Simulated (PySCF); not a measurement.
**Field gradients at the hydrogen positions**

Species: C3H4P (charge -1).
Structure used (GFN2-xTB), in Å, numbered top down from 1:
```xyz
8
C3H4P angstrom
C      2.1962    0.4969   -0.3549
C      1.2477    0.1704    0.3238
P     -0.0228   -0.3005    1.4044
C     -1.3911   -0.2835    0.1170
H      2.9993    0.7793   -0.9754
H     -1.5119    0.7113   -0.3171
H     -1.1889   -0.9988   -0.6830
H     -2.3195   -0.5657    0.6162
```

Level: PBE0/pcSseg-1 (PySCF, non-relativistic); Q(2H) = 0.00286 b; rigid geometry, the same for H and D, with no vibrational averaging.

Q: Give the electric field gradient Vzz (the principal value of largest size), its asymmetry and the 2H coupling at each hydrogen.

A: 
| atom | bonded to | bond length (Å) | Vzz (au) | η | χzz (kHz) |
| --- | --- | --- | --- | --- | --- |
| H5 | C1 | 1.053 | 0.4066 | 0.05 | 273 |
| H6 | C4 | 1.092 | 0.3184 | 0.03 | 214 |
| H7 | C4 | 1.092 | 0.3184 | 0.03 | 214 |
| H8 | C4 | 1.091 | 0.3218 | 0.01 | 216 |

Q: Give the 2H NMR doublet splittings at H5 for a magnetic field along the z, y and x axes of the gradient: 3χ/2, 3χ(1 + η)/4, 3χ(1 − η)/4.

A: With |χ| = 273.2 kHz and η = 0.053: 410, 216 and 194 kHz, to first order and without motion.

Geometry: GFN2-xTB; no solvent, vibrations or thermal averaging. The pcSseg-1 basis has no diffuse functions, a weakness for an anion. The HOMO energy is positive at this level (+0.99 eV), so the outermost electrons may be held by the finite basis alone. GFN2-xTB bond lengths can be off by several hundredths of an ångström, more for odd bonds, and the gradients follow them. With so small a basis the couplings can be 20 % off.
